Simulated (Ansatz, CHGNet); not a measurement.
# How well does each level of theory give the lattice constant a of rock-salt PbTe?

Reference value: 6.438 Å (measured, 120 K, no zero-point or thermal correction; as tabulated in Noda, Masumoto, Ohba, Saito, Toriumi, Iwata, Shibuya, Acta Cryst. C 43, 1443 …).

Problem. Put these levels in order of the lattice constant a that they give for rock-salt PbTe, smallest first: CHGNet-r²SCAN (CHGNet), LDA (Ansatz, a program for electronic structure), PBE-D3(BJ) (Ansatz), r²SCAN-D4 (Ansatz).

Solution. LDA (6.380 Å), PBE-D3(BJ) (6.469 Å), r²SCAN-D4 (6.507 Å), CHGNet-r²SCAN (6.541 Å)

Differences against the reference: CHGNet-r²SCAN +1.60 %, LDA -0.90 %, PBE-D3(BJ) +0.48 %, r²SCAN-D4 +1.07 %.

The reference has no zero-point or thermal correction, while the calculations are for a static lattice, so the differences are not the levels' errors alone. A static lattice is as a rule a little smaller than the measured one.  Density-functional levels without +SOC have no spin–orbit coupling. Cutoffs differ between the levels. Ansatz's density-functional and Hartree–Fock values are scalar-relativistic unless marked +SOC, with PAW data made under PBE.

Machine-learned potentials (CHGNet-r²SCAN) are trained on DFT data, which may include these solids.

Differences are worked out from the printed values.
